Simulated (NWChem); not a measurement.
System: hydrogen peroxide (H2O2); SMILES OO

Input file for NWChem:

```
start job
memory heap 200 mb stack 900 mb global 1100 mb
geometry units angstroms noautosym nocenter noautoz
  O      0.045630    -0.726373    -0.125929
  O     -0.045633     0.726366    -0.125912
  H     -0.761842    -0.941606     0.373957
  H      0.761845     0.941612     0.373958
end
basis spherical
  * library 6-31g*
end
dft
  xc b3lyp
  iterations 150
end
cosmo
  do_cosmo_smd true
  solvent acetone
end
task dft energy
```

Structure relaxed at the B3LYP/6-31G* (spherical d) level. B3LYP is NWChem's, with the RPA form of VWN correlation. Solvent: acetone.

Level: B3LYP/6-31G* with SMD (1 M gas to 1 M solution), gas-phase geometry.

Give the results of this calculation. (B3LYP/6-31G* (spherical d), SMD on the gas-phase geometry.) Quantities: solvation free energy (kcal/mol); cavity-dispersion-structure term (kcal/mol); dipole in solution (D).


```json
{
 "solvation free energy (kcal/mol)": "-7.6",
 "cavity-dispersion-structure term (kcal/mol)": "-3.1",
 "dipole in solution (D)": "1.98"
}
```
